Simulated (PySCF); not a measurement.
Compound: C3H4F2O.
Numbering: `[CH2:1]=[CH:2][O:3][CH:4]([F:5])[F:6]` (hydrogens: H7, H8 on C1; H9 on C2; H10 on C4)

Cartesian coordinates in Å at the PBE0-D3(BJ)/def2-SVP level; atoms count from 1:
```
atom  x, y, z in Å
C1     1.175    0.349   -0.870
C2     0.695    0.809    0.285
O3    -0.472    0.463    0.892
C4    -1.107   -0.671    0.477
F5    -2.019   -0.967    1.396
F6    -1.745   -0.463   -0.689
H7     0.633   -0.348   -1.511
H8     2.146    0.710   -1.212
H9     1.222    1.552    0.889
H10   -0.402   -1.513    0.346
```

Computed, not measured: core-valence-separated Tamm–Dancoff BHandHLYP/aug-pcX-1 (pcseg-1 on H) in PySCF, non-relativistic, gas phase, PBE0-D3(BJ)/def2-SVP geometry. Absolute energies from this functional tend to lie a few eV below measured edges; no shift was applied.

The lowest roots of each edge with f over 0.003 (five at most, numbered afresh; weaker and dark ones are left out), with transition dipoles (au) in the frame of the coordinates:

```
root  edge  E (eV)       f       μx       μy       μz
   1     C  282.94  0.0556   0.0387  -0.0688   0.0423
   2     C  284.41  0.0712  -0.0510   0.0730  -0.0479
   3     C  285.83  0.0115  -0.0326  -0.0037   0.0236
   4     C  286.22  0.0206   0.0353   0.0350   0.0212
   5     C  287.06  0.0059  -0.0069   0.0154  -0.0234
   6     O  534.16  0.0127   0.0169  -0.0190   0.0181
   7     O  535.50  0.0043   0.0154   0.0092  -0.0031
   8     O  535.85  0.0091  -0.0010   0.0227   0.0134
   9     O  536.05  0.0125   0.0240  -0.0084  -0.0175
  10     O  536.38  0.0084  -0.0075  -0.0005   0.0242
  11     F  686.90  0.0229  -0.0201   0.0090  -0.0296
  12     F  687.20  0.0176   0.0238   0.0028  -0.0216
  13     F  687.51  0.0084   0.0150   0.0002   0.0164
  14     F  687.84  0.0218   0.0282   0.0066  -0.0213
  15     F  688.19  0.0061  -0.0091  -0.0017  -0.0166
```

Problem. Molecules are fixed in this frame and the field points along (0, 1, 1)/√2. What effective strengths 3 f cos²θ do the roots have (θ between field and μ)?

Solution. root 1 (C1): 0.007, root 2 (C2): 0.007, root 3 (C1): 0.004, root 4 (C1): 0.033, root 5 (C1): 0.001, root 6 (O3): 0.000, root 7 (O3): 0.001, root 8 (O3): 0.026, root 9 (O3): 0.013, root 10 (O3): 0.011, root 11 (F6): 0.011, root 12 (F5): 0.009, root 13 (F6): 0.007, root 14 (F5): 0.005, root 15 (F5): 0.008. Root 4 is the strongest. Averaged over all orientations cos²θ is 1/3, which gives f back.

One conformer stands for the species.
